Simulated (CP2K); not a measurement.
# C3H5FS (SMILES FC1CCS1) at PM3

What is the vertical ionisation energy of C3H5FS at PM3? 

The calculation is run with CP2K 2026.2.

2 further runs of the same task are left out: 2 set aside as unsound or not needed.

## Step 1: The system as given

C3H5FS: 10 atoms, total charge 0, spin state singlet. SMILES: `FC1CCS1`. Geometry: relaxed at GFN2-xTB.

Bond lengths: F1–C2 1.364 Å, C2–C3 1.528 Å, C3–C4 1.531 Å, C2–S5 1.832 Å, C4–S5 1.836 Å, C2–H6 1.093 Å, C3–H7 1.089 Å, C3–H8 1.090 Å, C4–H9 1.087 Å, C4–H10 1.087 Å. Some angles: F1–C2–C3 113.2°, F1–C2–S5 113.6°, C3–C2–S5 93.2°, C2–C3–C4 96.8°, C3–C4–S5 92.9°, C2–S5–C4 77.2°, F1–C2–H6 106.8°, C3–C2–H6 117.3°, S5–C2–H6 112.7°, C2–C3–H7 112.9°.

## Step 2: Energy and forces at PM3

molecule.inp reads:

```
&GLOBAL
 PROJECT molecule
 RUN_TYPE ENERGY_FORCE
 PRINT_LEVEL MEDIUM
&END GLOBAL

&FORCE_EVAL
 METHOD Quickstep
 &DFT
  CHARGE 0
  MULTIPLICITY 1
  ! Quickstep
  &QS
   METHOD PM3
   EPS_DEFAULT 1.0E-10
   &SE
    &COULOMB
     CUTOFF [angstrom] 50
     RC_RANGE [angstrom] 0
    &END COULOMB
    &EXCHANGE
     CUTOFF [angstrom] 50
     RC_RANGE [angstrom] 0
    &END EXCHANGE
   &END SE
  &END QS
  ! cluster boundary conditions
  &POISSON
   PERIODIC NONE
   POISSON_SOLVER ANALYTIC
  &END POISSON
  ! SCF settings
  &SCF
   SCF_GUESS ATOMIC
   EPS_SCF 1.0E-06
   MAX_SCF 50
   &OT ON
    MINIMIZER DIIS
    PRECONDITIONER FULL_ALL
   &END OT
   &OUTER_SCF
    EPS_SCF 1.0E-06
    MAX_SCF 8
   &END OUTER_SCF
  &END SCF
  ! extra output
  &PRINT
   &MOMENTS
    PERIODIC F
    REFERENCE COM
    MAX_MOMENT 1
   &END MOMENTS
   &MO_CUBES
    NLUMO 1
    NHOMO -1
    WRITE_CUBE F
   &END MO_CUBES
   &HIRSHFELD OFF
   &END HIRSHFELD
  &END PRINT
 &END DFT
 ! structure
 &SUBSYS
  ! box in angstrom
  &CELL
   ABC [angstrom] 11.9 11 10.8
   PERIODIC NONE
  &END CELL
  &COORD
   UNIT bohr
   F     -2.8542990    -1.5182060    -2.6094850
   C     -2.1023203    -0.1031224    -0.5912953
   C      0.2647128    -1.1350073     0.6999735
   C      1.9680931     1.1416591     0.1634613
   S     -0.5561653     2.8641445    -1.4811862
   H     -3.7730083     0.1897285     0.5860797
   H     -0.0136627    -1.5039574     2.7048784
   H      0.9082591    -2.8640122    -0.2151453
   H      2.6029466     2.1617900     1.8287447
   H      3.5554252     0.7669642    -1.0860445
  &END COORD
  &TOPOLOGY
   &CENTER_COORDINATES
   &END CENTER_COORDINATES
  &END TOPOLOGY
 &END SUBSYS
 &PRINT
  &FORCES ON
  &END FORCES
 &END PRINT
&END FORCE_EVAL
```

Run with:

```sh
$ OMP_NUM_THREADS=1 cp2k.psmp -i molecule.inp > molecule.out 2>&1
```

What it wrote:

```text
CP2K| version string:                                       CP2K version 2026.2
[...]
 GLOBAL| Method name                                                        CP2K
[...]
 GLOBAL| Run type                                                   ENERGY_FORCE
[...]
                             - Atoms:                                         10
[...]
                             - Spherical basis functions:                     25
[...]
 Number of electrons:                                                         30
[...]
     1 OT DIIS     0.15E+00    0.0     0.36404922       -33.7106010319 -3.37E+01
[...]
     5 OT DIIS     0.15E+00    0.0     0.00000028       -38.8981318828 -1.75E-10
  *** SCF run converged in     5 steps ***
  Core-core repulsion energy [eV]:                           2204.71203089293522
  Core Hamiltonian energy [eV]:                             -1695.84887463614587
  Two-electron integral energy [eV]:                        -3134.67030844274495
  Electronic energy [eV]:                                   -3263.18402885751811
  Total energy [eV]:                                        -1058.47199796458335
  Atomic reference energy [eV]:                              1057.25404411692125
  Heat of formation [kcal/mol]:                               -28.08668518635733
[...]
 SE_DIPOLE| Moment [Debye]         -1.06294921       1.12387635      -2.26492148
 SE_DIPOLE| Derivative [a.u.]       0.00000000       0.00000000       0.00000000
 *** WARNING in qs_scf_post_se.F:140 :: Printing of MO cube files not ***
 *** implemented for Semi-Empirical method.                           ***
 ENERGY| Total FORCE_EVAL ( QS ) energy [hartree]            -38.898131882760865
 FORCES| Atomic forces [hartree/bohr]
 FORCES|   Atom     x               y               z               |f|
 FORCES|      1 -5.75333588E-03 -4.21898872E-03  6.23598934E-03   9.47566898E-03
 FORCES|      2 -1.70875035E-02 -6.87984878E-03 -2.08916730E-02   2.78527753E-02
 FORCES|      3  6.43399972E-03  8.85235671E-03 -2.46982101E-03   1.12187605E-02
 FORCES|      4 -6.27068451E-03  3.96123657E-03 -3.33944592E-03   8.13417350E-03
 FORCES|      5  7.97142308E-03  1.54869855E-02  7.75010518E-04   1.74353361E-02
 FORCES|      6 -6.45391051E-03 -2.18395200E-03  5.20539777E-03   8.57430890E-03
 FORCES|      7 -4.81867446E-05 -3.43739410E-03  8.27989823E-03   8.96519464E-03
 FORCES|      8  6.15835759E-03 -9.99277482E-03  2.41615291E-04   1.17404981E-02
 FORCES|      9  6.34509515E-03  1.18480361E-03  6.75238204E-03   9.34123414E-03
 FORCES|     10  8.70474557E-03 -2.77242395E-03 -7.89353307E-04   9.16962424E-03
 FORCES| Sum    -8.53483950E-16  1.00613962E-15 -7.19910243E-16
 FORCES| Total atomic force                                       1.50300450E-15
[...]
```

It took 1.1 s on 1 thread of Arm Neoverse N1, shared host; peak memory 0.14 GiB.

## Step 3: The doublet cation, same level

calc.inp reads:

```
&FORCE_EVAL
   METHOD Quickstep
   &DFT
      CHARGE 1
      MULTIPLICITY 2
      LSD T
      &QS
         METHOD PM3
         EPS_DEFAULT 1.0E-10
         &SE
            &COULOMB
               CUTOFF [angstrom] 50
               RC_RANGE [angstrom] 0
            &END COULOMB
            &EXCHANGE
               CUTOFF [angstrom] 50
               RC_RANGE [angstrom] 0
            &END EXCHANGE
         &END SE
      &END QS
      &POISSON
         PERIODIC NONE
         POISSON_SOLVER ANALYTIC
      &END POISSON
      &SCF
         SCF_GUESS ATOMIC
         EPS_SCF 1.0E-06
         MAX_SCF 80
         ADDED_MOS 4
         &DIAGONALIZATION
            ALGORITHM STANDARD
         &END DIAGONALIZATION
         &MIXING
            METHOD DIRECT_P_MIXING
            ALPHA 0.4
         &END MIXING
      &END SCF
      &PRINT
         &MOMENTS
            PERIODIC F
            REFERENCE COM
            MAX_MOMENT 1
         &END MOMENTS
         &MO ON
            ENERGIES T
            OCCUPATION_NUMBERS T
            NDIGITS 6
            &EACH
               QS_SCF 0
            &END EACH
            ADD_LAST NUMERIC
         &END MO
         &HIRSHFELD OFF
         &END HIRSHFELD
      &END PRINT
   &END DFT
   &SUBSYS
      &CELL
         ABC [angstrom] 11.9 11 10.8
         PERIODIC NONE
      &END CELL
      &COORD
         UNIT bohr
         F     -2.8542990    -1.5182060    -2.6094850
         C     -2.1023203    -0.1031224    -0.5912953
         C      0.2647128    -1.1350073     0.6999735
         C      1.9680931     1.1416591     0.1634613
         S     -0.5561653     2.8641445    -1.4811862
         H     -3.7730083     0.1897285     0.5860797
         H     -0.0136627    -1.5039574     2.7048784
         H      0.9082591    -2.8640122    -0.2151453
         H      2.6029466     2.1617900     1.8287447
         H      3.5554252     0.7669642    -1.0860445
      &END COORD
      &TOPOLOGY
         &CENTER_COORDINATES
         &END CENTER_COORDINATES
      &END TOPOLOGY
   &END SUBSYS
   &PRINT
      &FORCES ON
      &END FORCES
   &END PRINT
&END FORCE_EVAL
&GLOBAL
   PROJECT_NAME calc
   RUN_TYPE ENERGY_FORCE
   PRINT_LEVEL MEDIUM
&END GLOBAL
```

Run with:

```sh
$ OMP_NUM_THREADS=1 cp2k.psmp -i calc.inp > calc.out 2>&1
```

What it wrote:

```text
CP2K| version string:                                       CP2K version 2026.2
[...]
 GLOBAL| Method name                                                        CP2K
[...]
 GLOBAL| Run type                                                   ENERGY_FORCE
[...]
                             - Atoms:                                         10
[...]
                             - Spherical basis functions:                     25
[...]
 Number of electrons:                                                         15
[...]
     1 P_Mix/Diag. 0.40E+00    0.0     0.39137571       -31.8882747588 -3.19E+01
[...]
    22 DIIS/Diag.  0.18E-06    0.0     0.00000034       -38.5637182400 -4.17E-12
  *** SCF run converged in    22 steps ***
  Core-core repulsion energy [eV]:                           2204.71203089293522
  Core Hamiltonian energy [eV]:                             -1656.00128118330758
  Two-electron integral energy [eV]:                        -3196.16577935045279
  Electronic energy [eV]:                                   -3254.08417085853398
  Total energy [eV]:                                        -1049.37213996559876
  Atomic reference energy [eV]:                              1057.25404411692125
  Heat of formation [kcal/mol]:                               181.76104208891024
[...]
 SE_DIPOLE| Moment [Debye]         -1.92884194      -2.37280381      -1.98246596
 SE_DIPOLE| Derivative [a.u.]       0.00000000       0.00000000       0.00000000
 ENERGY| Total FORCE_EVAL ( QS ) energy [hartree]            -38.563718240032962
 FORCES| Atomic forces [hartree/bohr]
 FORCES|   Atom     x               y               z               |f|
 FORCES|      1 -3.03442428E-03  3.77928872E-03  1.28839819E-02   1.37654547E-02
 FORCES|      2 -2.19092367E-02 -2.37704776E-02 -2.92439501E-02   4.35919588E-02
 FORCES|      3  7.03818105E-03  1.05980791E-02 -3.49904237E-03   1.31946418E-02
 FORCES|      4 -1.83638957E-02  6.09820824E-03 -5.48097450E-03   2.01112379E-02
 FORCES|      5  1.75866398E-02  1.59688588E-02  2.44125280E-03   2.38799929E-02
 FORCES|      6 -9.25662569E-03  1.41826899E-03  7.48768610E-03   1.19900813E-02
 FORCES|      7 -1.29016847E-04 -4.82538324E-03  1.04003678E-02   1.14659766E-02
 FORCES|      8  6.88552221E-03 -1.25529383E-02  1.25061670E-04   1.43179020E-02
 FORCES|      9  8.70365139E-03  4.95711539E-03  9.31052342E-03   1.36752472E-02
 FORCES|     10  1.24792047E-02 -1.67102010E-03 -4.42490669E-03   1.33455108E-02
 FORCES| Sum     1.16573418E-15 -9.71445147E-16 -1.88564442E-15
 FORCES| Total atomic force                                       2.42039185E-15
[...]
```

Wall time 0.53 s (1 thread of Arm Neoverse N1, shared host); peak memory 0.13 GiB.

## Step 4: Summary of results

At PM3:

| quantity | value |
| --- | --- |
| singlet C3H5FS: total energy | -38.89813 Eh |
| singlet C3H5FS: dipole moment | 2.74 D |
| singlet C3H5FS: heat of formation at this unrelaxed shape | -28.1 kcal/mol |
| singlet C3H5FS: largest force on an atom | 1.432 eV/Å |
| doublet cation: total energy | -38.56372 Eh |
| doublet cation: HOMO energy (highest over α and β) | -16.95 eV |
| doublet cation: LUMO energy (lowest over α and β) | -8.75 eV |
| doublet cation: heat of formation at this unrelaxed shape | 181.8 kcal/mol |
| doublet cation: largest force on an atom | 2.242 eV/Å |
| vertical ionisation energy (to the doublet cation) | 9.100 eV |

**Reading.** Removing an electron at fixed nuclei costs 9.10 eV (210 kcal/mol). The largest force (singlet C3H5FS) is 1.43 eV/Å: the shape isn't a stationary point for this species at this level.
